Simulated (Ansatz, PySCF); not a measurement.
This Ansatz (a first-principles code) input computes a SVWN5/def2-TZVPD energy:

Ansatz 0.2 input:
```yaml
crystal:
  periodic: [false, false, false]
  atoms:
    - {symbol: N, position_ang: [-0.00536348, 0.01082114, 1.24195927]}
    - {symbol: C, position_ang: [0.00924693, 1.06740937, 0.41510040]}
    - {symbol: C, position_ang: [-0.01291185, -1.06001520, 0.43354086]}
    - {symbol: C, position_ang: [0.01130691, 0.67035162, -0.98668825]}
    - {symbol: C, position_ang: [-0.00283558, -0.68744301, -0.97491892]}
    - {symbol: H, position_ang: [0.01804177, 2.07833538, 0.79979338]}
    - {symbol: H, position_ang: [-0.02510476, -2.06408540, 0.83569978]}
    - {symbol: H, position_ang: [0.02192854, 1.33244179, -1.83739377]}
    - {symbol: H, position_ang: [-0.00615967, -1.36425639, -1.81401885]}
basis:
  gaussian:
    orbitals: def2-TZVPD
hamiltonian:
  xc: {name: SVWN5}
magnetization: {spin_polarized: true, initial_magnetization: 1}
output: {forces: true}
```

### Question
Write an input for the same energy in PySCF and say what it gives.

### Answer

```python
from pyscf import gto, scf, dft

mol = gto.M(
    atom='''
    N    -0.00536348    0.01082114    1.24195927
    C     0.00924693    1.06740937    0.41510040
    C    -0.01291185   -1.06001520    0.43354086
    C     0.01130691    0.67035162   -0.98668825
    C    -0.00283558   -0.68744301   -0.97491892
    H     0.01804177    2.07833538    0.79979338
    H    -0.02510476   -2.06408540    0.83569978
    H     0.02192854    1.33244179   -1.83739377
    H    -0.00615967   -1.36425639   -1.81401885
    ''',
    basis='def2-tzvpd',
    charge=0,
    spin=1,
    verbose=4,
)

mf = dft.UKS(mol, xc='svwn').density_fit(auxbasis='def2-universal-jkfit')
mf.grids.level = 3
mf.conv_tol = 1e-9
mf.max_cycle = 100
mf.max_memory = 1500
mf.kernel()
if not mf.converged:
    mf = mf.newton()
    mf.kernel(mf.make_rdm1())
for _ in range(2):
    mo, _, stable, _ = mf.stability(return_status=True)
    if stable:
        break
    mf.kernel(mf.make_rdm1(mo, mf.mo_occ))
mf.analyze()
```
It gives -207.72156 Eh, and Ansatz -207.72148 Eh, a difference of 0.08 mEh, from the treatment of integrals and grids.

It need not be the lowest isomer of its formula.
